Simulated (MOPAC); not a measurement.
MOPAC input (AM1):

```
AM1 PRECISE GNORM=0.05 LET XYZ CHARGE=-1 GEO-OK AUX(PRECISION=9) THREADS=1
C3H6Cl

C     0.90052546 1   -0.56668612 1    0.03712340 1
C     2.39178388 1   -0.21072444 1    0.02785972 1
C     0.08456244 1    0.71356583 1    0.13061417 1
H     0.69681967 1   -1.19993557 1    0.91006203 1
H     0.69360926 1   -1.20636106 1   -0.84731521 1
H     3.02621860 1   -1.10472435 1   -0.00015858 1
Cl   -1.77223671 1    0.11251524 1   -0.02631381 1
H     2.63936733 1    0.39901487 1   -0.84795219 1
H     2.64612132 1    0.37695155 1    0.91395249 1
H     0.16465716 1    1.20536388 1   -0.85483764 1
```

**Question.** What heat of formation does the run end on?

**Answer.** -0.83 kcal/mol.
